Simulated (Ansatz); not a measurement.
# C2H4S: up Jacob's ladder to CCSD(T)

One table from this session's results is given with a row withheld; the runs are named, their logs left out.

Program: Ansatz 0.2.0, Gaussian basis. Level of theory: functionals in def2-TZVPP, the program's frozen cores in correlated methods. These are calculated values, not measurements.

Plan: LDA (SPW92), PBE-D4, revPBE-D4, BLYP-D4, r2SCAN-D4, B97M-V, PBE0-D4, B3LYP-D4, r2SCANh-D4, r2SCAN0-D4, HSE06-D4, BHLYP-D4, CAM-B3LYP-D4, LC-ωPBE, ωB97X-V, ωB97M-V, B2PLYP, PBE-QIDH; CCSD(T)/def2-SVP; CCSD(T)/def2-TZVPP; MP2/def2-QZVPP; extrapolation to the limit; RPA on PBE.

### The geometry

An earlier PBE0-D4 in a triple-zeta def2 set relaxation fixed the geometry.

SMILES `CC=S`, 7 atoms, charge 0, spin multiplicity 1.

Atoms are counted from 1 here; the program's logs count them from 0.

Bond lengths: C1–C2 1.482 Å, C1–H4 1.096 Å, C1–H5 1.096 Å, C1–H6 1.089 Å, C2–S3 1.608 Å, C2–H7 1.094 Å. Angles: C2–C1–H4 109.7°, C2–C1–H5 109.7°, C2–C1–H6 111.8°, H4–C1–H5 106.0°, H4–C1–H6 109.7°, H5–C1–H6 109.7°, C1–C2–S3 126.2°, C1–C2–H7 114.7°, S3–C2–H7 119.0°.

The first run:

in.yaml

```yaml
crystal:
  periodic: [false, false, false]
  atoms:
    - {symbol: C, position_ang: [-0.553085, 0.336502, -0.143004]}
    - {symbol: C, position_ang: [0.690040, -0.437229, 0.088861]}
    - {symbol: S, position_ang: [1.378869, -0.725134, 1.513381]}
    - {symbol: H, position_ang: [-1.288809, -0.291725, -0.658555]}
    - {symbol: H, position_ang: [-0.345838, 1.175277, -0.817733]}
    - {symbol: H, position_ang: [-0.976669, 0.709802, 0.788084]}
    - {symbol: H, position_ang: [1.156593, -0.835393, -0.816734]}
basis:
  gaussian: {orbitals: def2-TZVPP}
hamiltonian: {xc: lda}
output: {orbitals: {seedname: orbitals}}
```

Started as:

```console
ansatz run in.yaml --threads 2 --pin off --events-out ev --progress --plain --max-ram 4352MiB
```

Steps of the session up to this table: LDA; PBE-D4 (GGA); revPBE-D4 (GGA); BLYP-D4 (GGA); r2SCAN-D4 (meta-GGA); B97M-V (meta-GGA); PBE0-D4 (hybrid); B3LYP-D4 (hybrid); r2SCANh-D4 (hybrid); r2SCAN0-D4 (hybrid); HSE06-D4 (hybrid); BHLYP-D4 (hybrid); CAM-B3LYP-D4 (range-separated); LC-ωPBE (range-separated); ωB97X-V (range-separated); ωB97M-V (range-separated); B2PLYP (double hybrid); PBE-QIDH (double hybrid).

One of the session's tables, all rows but one given; the rest of the session is left out.

It belongs to the step «Orbital energies across the functionals». 

```
  functional  HOMO (eV)  LUMO (eV)  gap (eV)
 LDA (SPW92)      -5.33      -3.23      2.10
      PBE-D4      -5.22      -3.05      2.18
   revPBE-D4      -5.18      -2.98      2.20
     BLYP-D4      -5.08      -2.90      2.18
   r2SCAN-D4          ?          ?         ?
      B97M-V      -5.52      -2.84      2.68
     PBE0-D4      -6.46      -2.09      4.36
    B3LYP-D4      -6.22      -2.30      3.93
  r2SCANh-D4      -5.90      -2.56      3.34
  r2SCAN0-D4      -6.60      -2.02      4.57
    HSE06-D4      -6.06      -2.48      3.58
    BHLYP-D4      -7.56      -0.98      6.57
CAM-B3LYP-D4      -7.80      -0.91      6.89
     LC-ωPBE      -9.21       0.19      9.40
     ωB97X-V      -8.84       0.15      8.99
     ωB97M-V      -8.67       0.10      8.78
```

**Question.** Estimate the row for r2SCAN-D4.

Worked estimate for «HOMO (eV)». Against the share of exact exchange, r2SCANh-D4 (0.1, -5.90), r2SCAN0-D4 (0.25, -6.60) give a slope of -4.67 per unit share; at 0 the line stands at -5.43.

**Answer.** HOMO (eV): -5.44; LUMO (eV): -2.92; gap (eV): 2.52. In «HOMO (eV)» the line misses by +0.01.
